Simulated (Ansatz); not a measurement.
A geometry relaxed with Ansatz (a quantum-chemistry and plane-wave program) with PBE0-D4/def2-TZVP, charge 0, multiplicity 2:

```xyz
2

S      0.6728     0.0000     0.0000
H     -0.6728     0.0000     0.0000
```

Question: Write the SMILES of this molecule.

Answer: `[SH]`
